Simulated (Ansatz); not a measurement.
## Worked example: correlation energy of HOC⁺, singlet

Geometry: that of the HOC, doublet, kept fixed.

```yaml
atoms:
  - { symbol: O, position_ang: [0.0000, -0.1013, 0.5002] }
  - { symbol: C, position_ang: [0.0000, 0.0736, -0.7526] }
  - { symbol: H, position_ang: [0.0000, 0.7302, 1.0271] }
```

Basis cc-pVDZ; Ansatz 0.2.0. Only valence electrons are correlated (noble-gas cores frozen), which leaves 10 electrons in 31 orbitals. Prefix R: restricted or restricted open-shell reference.

Full CI isn't at hand for all of this; RCCSDTQ serves as the reference, and is uncertain by the last step of the cluster series or more.

RCCSD has a T1 diagnostic of 0.026 and a largest doubles amplitude of 0.10.

Runs differ by some tens of microhartree through their thresholds, so steps under 0.03 kcal/mol mean nothing.

```csv
level,total energy (hartree)
RHF,-112.906130
RMP2,-113.186818
RCCSD,-113.205052
RCCSD(T),-113.216574
RCCSDT,-113.217304
RCCSDT(Q),-113.218400
RCCSDTQ,-113.218244
```

Problem. What is the correlation energy at RCCSDTQ, and what share of it do RMP2 and RCCSD recover?

Solution. E(corr) = -113.218244 − (-112.906130) = -0.312114 hartree = -8.493 eV. RMP2: -0.280688 / -0.312114 = 89.93 %. RCCSD: -0.298922 / -0.312114 = 95.77 %.

Problem. By how many kcal/mol does RCCSD(T) miss RCCSDTQ (1 hartree = 627.509 kcal/mol), and which steps make up the rest?

Solution. -113.216574 − (-113.218244) = 0.001670 hartree = 1.05 kcal/mol. Steps: RCCSDT − RCCSD(T) = -0.46, RCCSDT(Q) − RCCSDT = -0.69, RCCSDTQ − RCCSDT(Q) = 0.10 kcal/mol. Differences between like states or geometries often cancel part of this.
